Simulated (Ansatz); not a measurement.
Geometry optimisation, Ansatz, RKS BLYP-D4/def2-SVP.

input.yaml

```yaml
crystal:
  periodic: [false, false, false]
  atoms:
    - { symbol: B, position_ang: [0.0, 0.0, 0.0] }
    - { symbol: C, position_ang: [0.0, 0.0, 1.95] }
    - { symbol: H, position_ang: [-0.9996, -0.3092, 2.3205] }
    - { symbol: H, position_ang: [0.7676, -0.7111, 2.3205] }
    - { symbol: H, position_ang: [0.232, 1.0203, 2.3205] }
    - { symbol: H, position_ang: [1.0305, 0.0, -0.595] }
    - { symbol: H, position_ang: [-1.0305, 0.0, -0.595] }
    - { symbol: O, position_ang: [-0.219, -1.6079, 0.5392] }
    - { symbol: H, position_ang: [-0.6224, -2.1606, -0.2037] }
    - { symbol: H, position_ang: [-0.1495, -1.0979, 1.5797] }
basis:
  gaussian: { orbitals: def2-SVP }
hamiltonian:
  xc: blyp
  dispersion: d4
relax:
  f_tol: 0.15
  max_steps: 25
  restrain:
    - { distance: [0, 7], at: 2.61, k: 30.0 }
    - { distance: [9, 1], at: 2.31, k: 30.0 }
    - { distance: [0, 1], at: 1.6, k: 30.0 }
    - { distance: [9, 7], at: 1.01, k: 30.0 }
```

Command:

```bash
$ ansatz run input.yaml --threads 1 --pin off --max-ram 2048MiB --backend cpu --events-out ev --progress --plain --runs-dir out
```

Problem. Where does it end, and by what steps?

Solution. The run converged. The restraints hold the end off the free minimum; the threshold counts their pulls, which the force column leaves out. Restrained pairs: B1–O8 (1.71 → 2.60 Å), C2–H10 (1.17 → 2.32 Å), B1–C2 (1.95 → 1.59 Å), O8–H10 (1.16 → 0.99 Å). After 9 steps the energy has fallen by 3.252 eV (the restraints' own energy left out); H10 moved furthest, 0.98 Å.

```json
{"step": "0", "energy less start (eV)": "0.0000", "largest force component (eV/Å)": "5.661", "accepted": "yes"}
{"step": "1", "energy less start (eV)": "-0.8332", "largest force component (eV/Å)": "2.825", "accepted": "yes"}
{"step": "2", "energy less start (eV)": "-0.9290", "largest force component (eV/Å)": "5.707", "accepted": "yes"}
{"step": "3", "energy less start (eV)": "-1.2693", "largest force component (eV/Å)": "4.962", "accepted": "yes"}
{"step": "4", "energy less start (eV)": "-2.1987", "largest force component (eV/Å)": "3.294", "accepted": "yes"}
{"step": "5", "energy less start (eV)": "-3.0863", "largest force component (eV/Å)": "1.155", "accepted": "yes"}
{"step": "6", "energy less start (eV)": "-3.1613", "largest force component (eV/Å)": "1.457", "accepted": "yes"}
{"step": "7", "energy less start (eV)": "-3.1849", "largest force component (eV/Å)": "1.303", "accepted": "yes"}
{"step": "8", "energy less start (eV)": "-3.2211", "largest force component (eV/Å)": "0.581", "accepted": "yes"}
{"step": "9", "energy less start (eV)": "-3.2519", "largest force component (eV/Å)": "0.597", "accepted": "yes"}
```

```xyz
10
Properties=species:S:1:pos:R:3
B 0.089 0.186 0.247
C 0.019 0.219 1.835
H -0.942 -0.083 2.300
H 0.867 -0.275 2.355
H 0.129 1.306 2.084
H 1.158 0.237 -0.325
H -0.935 0.319 -0.397
O -0.125 -2.400 0.318
H -1.048 -2.370 -0.006
H -0.204 -2.005 1.226
```

The run took 11 s on 1 thread of Intel(R) Xeon(R) 6975P-C (Granite Rapids), on a shared host, peak memory 0.15 GiB.
